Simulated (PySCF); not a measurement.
A ladder for the ionisation energy of F

F [He] 2s2 2p5 (2P) → F⁺ [He] 2s2 2p4 (3P). Scalar values calculated with PySCF 2.14 in aug-cc-pVQZ (non-relativistic; valence: 1s2 frozen). The spin-orbit shift comes from two-component X2C-1e calculations (generalised Hartree-Fock, GHF, and MP2 on its spinors, GMP2) in x2c-QZVPPall-2c: GMP2 gives 17.339 eV without and 17.336 eV with screened spin-orbit coupling, a shift of -0.003 eV (GHF: -0.003 eV). Sums use unrounded values; where a UHF row is shifted, it takes the GHF shift.

```json
{"method": "UHF", "scalar (eV)": "15.653", "plus spin-orbit shift (eV)": "15.650", "error (eV)": "-1.773"}
{"method": "LDA", "scalar (eV)": "17.959", "plus spin-orbit shift (eV)": "17.956", "error (eV)": "0.533"}
{"method": "PBE", "scalar (eV)": "17.658", "plus spin-orbit shift (eV)": "17.655", "error (eV)": "0.232"}
{"method": "PBE0", "scalar (eV)": "17.447", "plus spin-orbit shift (eV)": "17.444", "error (eV)": "0.021"}
{"method": "r2SCAN", "scalar (eV)": "17.537", "plus spin-orbit shift (eV)": "17.534", "error (eV)": "0.111"}
{"method": "HSE06", "scalar (eV)": "17.461", "plus spin-orbit shift (eV)": "17.458", "error (eV)": "0.035"}
{"method": "revPBE", "scalar (eV)": "17.550", "plus spin-orbit shift (eV)": "17.546", "error (eV)": "0.124"}
{"method": "B2PLYP", "scalar (eV)": "17.493", "plus spin-orbit shift (eV)": "17.490", "error (eV)": "0.067"}
{"method": "TPSSh", "scalar (eV)": "17.374", "plus spin-orbit shift (eV)": "17.371", "error (eV)": "-0.052"}
{"method": "MP2 (valence)", "scalar (eV)": "17.395", "plus spin-orbit shift (eV)": "17.392", "error (eV)": "-0.031"}
{"method": "SCS-MP2 (valence)", "scalar (eV)": "17.401", "plus spin-orbit shift (eV)": "17.398", "error (eV)": "-0.024"}
{"method": "CCSD (valence)", "scalar (eV)": "17.282", "plus spin-orbit shift (eV)": "17.279", "error (eV)": "-0.144"}
{"method": "CCSD(T) (valence)", "scalar (eV)": "17.346", "plus spin-orbit shift (eV)": "17.343", "error (eV)": "-0.080"}
```

Reference: 17.423 eV (measured; NIST Atomic Spectra Database, ionization energies).

The errors of the correlated levels include the incompleteness of the basis and the frozen core, so a lower level can come closer by cancellation.
